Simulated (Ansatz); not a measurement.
# AlH₄+ (singlet): from Hartree-Fock to the top rungs at distance Al1–H5 = 1.882 Å, cc-pVDZ

How much of the correlation energy of AlH₄+ (singlet) does each wave-function method recover here?

Computed with Ansatz 0.2.0, Gaussian basis. Level: cc-pVDZ, core rule «outside noble gas», up to 5 orbitals frozen.

To be run: UHF; CCSD(T) on RHF; BCCD(T) on RHF; CISD; CCSDT(Q) on RHF; CASSCF and MRCISD+Q, 2 electrons in 2 orbitals; CASSCF and NEVPT2, 2 electrons in 2 orbitals; Full CI.

47 further runs of the same task are left out: 33 for a known fault of the program, 9 that didn't finish, 5 set aside as unsound or not needed.

**1. The geometry**

The geometry derives from a PBE0/def2-TZVP stationary point (not a proven minimum). One bond is set to the value named and the two fragments are kept rigid.

5 atoms, charge 1, spin multiplicity 1.

Atoms are counted from 1 here; the program's logs count them from 0.

Bond lengths: Al1–H4 1.552 Å, Al1–H5 1.882 Å, H2–H3 0.770 Å. Angles: H4–Al1–H5 164.0°.

**2. UHF**

in.yaml reads:

```yaml
crystal:
  periodic: [false, false, false]
  atoms:
    - {symbol: Al, position_ang: [0.000000, 0.010619, -0.117126]}
    - {symbol: H, position_ang: [0.000000, -0.374174, 1.923924]}
    - {symbol: H, position_ang: [0.000000, 0.395412, 1.923924]}
    - {symbol: H, position_ang: [-0.000002, 1.547554, -0.333277]}
    - {symbol: H, position_ang: [0.000002, -1.853041, -0.379228]}
basis:
  gaussian: {orbitals: cc-pVDZ}
total_charge: 1
magnetization: {spin_polarized: true, initial_magnetization: 0}
hamiltonian: {xc: hf}
output: {orbitals: {seedname: orbitals}}
```

Run with:

```bash
ansatz run in.yaml --threads 1 --pin off --events-out ev --progress --plain --max-ram 2393MiB
```

Further steps of the session: CCSD(T) on RHF; BCCD(T) on RHF; CISD; CCSDT(Q) on RHF; CASSCF and MRCISD+Q, 2 electrons in 2 orbitals; CASSCF and NEVPT2, 2 electrons in 2 orbitals; Full CI.

**Question.** What will the summary of the whole plan be? Wanted: FCI below the RHF energy; RMP2 from FCI; RCCSD from FCI; RCCSD(T) from FCI; RCCSDT(Q) from FCI; NEVPT2 pair from FCI; MRCISD+Q pair from FCI; T1 diagnostic; effectively unpaired electrons.

**Answer**, as computed:

| quantity | value |
| --- | --- |
| FCI below the RHF energy | -2.9909 eV |
| RMP2 from FCI | +783.0 meV |
| RCCSD from FCI | +43.6 meV |
| RCCSD(T) from FCI | +12.6 meV |
| RCCSDT(Q) from FCI | +0.4 meV |
| NEVPT2 pair from FCI | +668.4 meV |
| MRCISD+Q pair from FCI | -23.9 meV |
| levels within 1 kcal/mol (43 meV) | RCCSD(T), BCCD(T), RCCSDT, RCCSDT(Q), MRCISD+Q pair |
| T1 diagnostic | 0.012 |
| effectively unpaired electrons | 0.05 |

What this shows: RCCSD(T) misses by +12.6 meV, 0.4 % of the correlation energy. MRCISD+Q pair falls below full CI: the +Q correction isn't variational, and the cores differ from full CI's. One determinant dominates. Of the multireference levels listed MRCISD+Q pair comes nearest in total energy (-23.9 meV), which doesn't show that its space is the better one. These misses are within one basis, not against nature.
